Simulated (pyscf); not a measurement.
Single points on ωB97X-D3(BJ)/def2-SVP structures (PySCF, gas phase). MP2 and CC: frozen core, UHF for open shells. ΔMP2 is the change of the MP2 total energy from the triple- to the quadruple-zeta basis.

Q: Estimate by transition-state theory the rate constant of `[OH][GeH3]` + `[FH]` -> `[F][GeH3]` + `[OH2]` (singlet surface; Ge–O, F–H broken, F–Ge, H–O formed) at 298 K, with CCSD(T)/def2-TZVPP + ΔMP2(QZVPP) energies (ideal gas, 1 atm, RRHO with modes under 100 cm⁻¹ raised to 100, one conformer, R ln 2 for rigid chiral ones; no tunnelling).

A: The electronic barrier is 14.4 kcal/mol and the thermal terms add +10.1, so ΔG‡ = 24.4 kcal/mol. With k_BT/h = 6.21e+12 s⁻¹ and RT = 0.592 kcal/mol, and a volume of 4.06e-20 cm³ per molecule at 1 atm, k = 3.1e-25 cm³ molecule⁻¹ s⁻¹. Wigner's tunnelling factor for 473i cm⁻¹ would be 1.22. A shift of 1 kcal/mol in the barrier changes k by a factor 5.4. On the reactant side the descent ends in a bound adduct, 9.9 kcal/mol under the separated species and 20.8 kcal/mol under the saddle at ωB97X-D3(BJ)/def2-TZVP. On the product side the descent ends in a complex, 5.2 kcal/mol under the separated species and 24.8 kcal/mol under the saddle at ωB97X-D3(BJ)/def2-TZVP. At ωB97X-D3(BJ) the barrier from the zero used here is 10.9 kcal/mol. This is the saddle that the search found; another between the same sides may lie lower. The CCSD(T) − MP2 part came from Ansatz, without density fitting, on the same reference. The frozen core leaves the outer d or s,p core shells of the metals and heavy elements correlated in the MP2 and CC values, and def2-TZVPP describes them poorly, which can shift differences by a few kcal/mol. Elements up to Kr have no core potential and no relativistic terms here.
